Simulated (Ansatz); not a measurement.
What a trial cell of CsBa4Cu relaxes into

Computed with DFT PBE, scalar-relativistic, plane waves, PAW (Ansatz 0.2.0). Cutoff 420 eV, Γ-centred k mesh, Gaussian smearing, no spin polarisation in the final step.

A relaxed cell is given with its space group left out.

```
CELL_PARAMETERS angstrom
0.00000 5.80226 5.80226
5.80226 0.00000 5.80226
5.80226 5.80226 0.00000
ATOMIC_POSITIONS crystal
Cs 0.00000 0.00000 0.00000
Ba 0.37552 0.37552 0.87343
Ba 0.37552 0.87343 0.37552
Ba 0.87343 0.37552 0.37552
Ba 0.37552 0.37552 0.37552
Cu 0.75000 0.75000 0.75000
```

The zero of energy is the elements' standard structures at the same level; no fitted shifts are applied.

(1) What space group does it have?

(2) What is its formation energy per atom?

(3) Is it a metal?

Results:

(1) F-43m (No. 216). Conventional cell: a = 11.605 Å. Cs is coordinated by 12 Ba at 4.81 Å and 4 Cu at 5.02 Å; Ba has 6 Ba at 4.09–4.12 Å, 3 Cu at 4.81 Å and 3 Cs at 4.81 Å; around Cu lie 12 Ba at 4.81 Å and 4 Cs at 5.02 Å.

(2) 0.57 eV/atom.

(3) Yes, bands cross the Fermi level on the 6×6×6 mesh.

The final run used a 6×6×6 mesh on its 6-atom cell and 0.10 eV smearing. For metals, differences of a few meV/atom aren't resolved. The cell came from a trial start, so CsBa4Cu may not exist in this structure.

Cost: 3 runs of about 4.1 core-minutes in all, on Arm Neoverse V2 (shared hosts).